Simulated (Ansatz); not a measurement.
# How far each method lies from full CI for B₂H⁺, quintet

Geometry: that of the B2H, quartet, kept fixed. The triplet lies 4.6 eV lower here.

```yaml
atoms:
  - { symbol: B, position_ang: [0.0000, 0.0000, 0.1141] }
  - { symbol: B, position_ang: [0.0000, 0.0000, -1.4064] }
  - { symbol: H, position_ang: [0.0000, 0.0000, 1.2923] }
```

Basis 6-31G; Ansatz 0.2.0. Only valence electrons are correlated (noble-gas cores frozen), which leaves 6 electrons in 18 orbitals. Prefix R: restricted or restricted open-shell reference; prefix U: unrestricted. Active spaces: valence = (6e, 9o) chosen from the atoms' valence shells.

Full CI is exact within this basis and frozen core; it isn't the basis-set limit. The frozen core follows each run's orbitals, which can shift R against U totals by a few meV.

HF rows are the lowest solutions found. Coupled cluster chose its determinant by trial CCSD, here up to 0.07 eV above the lowest Hartree–Fock solution of its kind, and MP2 stands on that determinant too. For open shells CISD and CISDTQ are restricted-active-space CI with the open shells as a complete middle space.

```
UHF ⟨S²⟩                            : 6.003
⟨S²⟩ of the determinant under UCCSD : 6.006
T1 diagnostic (RCCSD)               : 0.0869
largest doubles amplitude (RCCSD)   : 0.115
T1 diagnostic (UCCSD)               : 0.0292
```

```csv
level,E − E(full CI) (mEh),share of correlation (%),wall time
RHF,81.16,0.00,–
UHF,80.13,1.27,0.21 s
RMP2,29.86,63.20,–
UMP2,25.43,68.66,–
CISD,4.02,95.05,0.69 s
RCCSD,4.36,94.62,–
UCCSD*,3.71,95.42,–
RCCSD(T),1.45,98.21,0.66 s
UCCSD(T)*,1.17,98.56,0.85 s
BCCD(T),1.38,98.31,0.79 s
RCCSDT,0.35,99.57,–
UCCSDT*,0.19,99.77,–
CISDTQ,0.02,99.97,2.5 s
RCCSDT(Q),0.09,99.89,2.3 s
UCCSDT(Q)*,-0.01,100.01,2.4 s
RCCSDTQ,0.01,99.99,11 s
UCCSDTQ*,-0.08,100.10,12 s
CASSCF (valence space),17.03,79.02,–
NEVPT2 (valence space),4.77,94.12,1.6 s
MRCISD (valence space),0.26,99.68,–
MRCISD+Q (valence space),0.07,99.91,3.6 s
```

An asterisk marks runs whose energy the program itself flagged as in doubt.

The correlation energy at full CI, counted from RHF, is -2.208 eV. That run took 1.7 s on 1 thread of Intel Xeon Platinum 8259CL, shared host over 39,424 determinants.

Times hold each run's SCF and search for its determinant on a shared host, so for small cases they say little of a method's own cost; they ran on 1 thread of Intel Xeon Platinum 8259CL.

The full-CI state has the irrep A2 of C2v, in the program's axes (one component, if the state is degenerate).

Natural occupations of full CI about the gap: 1.925 1.026 0.987 0.969 0.969 0.039 0.039 0.025 0.008 0.004; effectively unpaired electrons, Σ n²(2−n)², 4.03.
